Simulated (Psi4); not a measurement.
Input for Psi4:
```
memory 2 GB

molecule {
1 6
  S     0.01164702   -0.00345740    0.31572720
  O    -0.03156227    1.26296905   -0.30120014
  O     0.00826823   -1.25605426   -0.33025426
}

set basis sto-3g
set reference uhf

energy('mp2')
print_variables()
```

Task: What does this run give for the MP2 correlation energy, total energy?

Result: 
```yaml
MP2 correlation energy: -0.0503 Eh
total_energy: -540.0959 Eh
```

These values belong to the state on which the SCF converged, which isn't shown to be the lowest.
